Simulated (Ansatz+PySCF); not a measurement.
Two shapes of singlet C6H6.

Shape 1:

```xyz
12

C     1.3949    0.0000    0.0000
C     0.6975    1.2081    0.0000
C    -0.6975    1.2081    0.0000
C    -1.3949    0.0000    0.0000
C    -0.6975   -1.2081    0.0000
C     0.6975   -1.2081    0.0000
H     2.4880    0.0000    0.0000
H     1.2440    2.1546    0.0000
H    -1.2440    2.1546    0.0000
H    -2.4880    0.0000    0.0000
H    -1.2440   -2.1546    0.0000
H     1.2440   -2.1546    0.0000
```

Shape 2:

```xyz
12

C     1.5065    0.0000    0.0000
C     0.7533    1.3047    0.0000
C    -0.7533    1.3047    0.0000
C    -1.5065    0.0000    0.0000
C    -0.7533   -1.3047    0.0000
C     0.7533   -1.3047    0.0000
H     2.6870    0.0000    0.0000
H     1.3435    2.3270    0.0000
H    -1.3435    2.3270    0.0000
H    -2.6870    0.0000    0.0000
H    -1.3435   -2.3270    0.0000
H     1.3435   -2.3270    0.0000
```

Basis set: def2-SVP (spherical functions). Frozen core: 6 orbitals. Charge 0, multiplicity 1.

Computed with Ansatz (development build ahead of 0.2.0); each method stands on the lowest determinant of its kind that the runs found.

Question: Which shape is lower in energy, and by how much in each method?

Answer:

```tsv
method	E(2) − E(1) (eV)
RHF	2.889
UHF	2.304
RHF-MP2	2.142
UHF-MP2	3.117
```

Shape 1 is lower. Caution for RHF, RHF-MP2: an unrestricted determinant lies well below. Caution for UHF, UHF-MP2: the determinant breaks the point group; the unrestricted determinant is a mixture of spin states. Caution for UHF-MP2: another reference gives a lower total.
